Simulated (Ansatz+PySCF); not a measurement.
Values are calculated unless marked as measured or tabulated.
## Several solutions for singlet CH4

```xyz
5

C     0.0000    0.0000    0.0000
H     1.2363    1.2363    1.2363
H     0.6340   -0.6340   -0.6340
H    -0.6340    0.6340   -0.6340
H    -0.6340   -0.6340    0.6340
```

Basis set: 6-31G (spherical functions). Charge 0, multiplicity 1.

PBE0 (unrestricted) was run from several starts with Ansatz (development build ahead of 0.2.0) and PySCF 2.14.0.

```
run  program                        start  converged  energy (hartree)  <S²>
  A   Ansatz      atomic start, no search        yes         -40.28945  0.00
  B   Ansatz      stability test followed        yes         -40.29279  0.37
  C    PySCF             program defaults        yes         -40.28945  0.00
  D   Ansatz  search for the lowest state        yes         -40.29279  0.37
```

Problem. Which runs reached the lowest solution of this kind, and what is wrong with the others?

Solution. B, D reached the lowest solution found. Converged but too high: A by 0.09 eV, C by 0.09 eV. Convergence only shows a stationary point, and even a stable one can lie too high; stability tests and further starts are what find lower ones. Caution: charge can spread falsely over distant fragments. Caution: the unrestricted determinant is spin contaminated.
